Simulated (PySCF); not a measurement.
Ground-state electric properties of a mixed set of molecules.

All values: PBE0/def2-SVPD (PySCF) at GFN2-xTB geometries, gas phase, one conformer each. Core orbitals are frozen in the response; Δα² is half the sum of the squared differences of the principal polarisabilities.

(1) Rank by HOMO–LUMO gap, lowest first.
A. `O=CO[C@@H]1OC[C@@H]1C=O`
B. `C(C(C(O)=O)=C)(=O)OC`
C. `FC[SiH3]`
D. `N#CCF`

(2) Rank by polarisability anisotropy Δα, highest first.
A. `[CH2:1]=[C:2]([C:3](=[O:4])[OH:5])[C:6](=[O:7])[O:8][CH3:9]` with C1–C2–C3–O4 -27°, C2–C3–O5–H 180°, C1–C2–C6–O7 -29°, C2–C6–O8–C9 -179°
B. `FC[SiH3]`
C. `[O:1]=[CH:2][O:3][C@@H:4]1[O:5][CH2:6][C@@H:7]1[CH:8]=[O:9]` with O1–C2–O3–C4 -5°, C2–O3–C4–O5 -112°, C6–C7–C8–O9 17°
D. `FCC#N` (fluoroacetonitrile)

(3) Rank by mean static polarisability, highest first.
A. `C=C(C(=O)O)C(=O)OC`
B. `N#CCF`
C. `[C@@H]1(C=O)[C@H](OC=O)OC1`
D. `C(F)[SiH3]`

## Answers

(1) B (5.98 eV), A (6.73 eV), C (9.00 eV), D (9.39 eV).

(2) A (4.97 Å³), C (3.42 Å³), D (2.14 Å³), B (1.00 Å³).

(3) A (11.01 Å³), C (10.34 Å³), D (6.30 Å³), B (4.32 Å³).

All values together:

```csv
SMILES,formula,μ (D),HOMO (eV),LUMO (eV),α (Å³),Δα (Å³),electrons,α per electron (Å³)
O=CO[C@@H]1OC[C@@H]1C=O,C5H6O4,2.01,-8.02,-1.29,10.34,3.42,68,0.152
N#CCF,C2H2FN,3.22,-10.03,-0.65,4.32,2.14,30,0.144
C=C(C(=O)O)C(=O)OC,C5H6O4,1.63,-7.99,-2.00,11.01,4.97,68,0.162
FC[SiH3],CH5FSi,1.66,-8.68,0.32,6.30,1.00,34,0.185
```

Conformers: `[O:1]=[CH:2][O:3][C@@H:4]1[O:5][CH2:6][C@@H:7]1[CH:8]=[O:9]` with O1–C2–O3–C4 -5°, C2–O3–C4–O5 -112°, C6–C7–C8–O9 17°; `[CH2:1]=[C:2]([C:3](=[O:4])[OH:5])[C:6](=[O:7])[O:8][CH3:9]` with C1–C2–C3–O4 -27°, C2–C3–O5–H 180°, C1–C2–C6–O7 -29°, C2–C6–O8–C9 -179°.
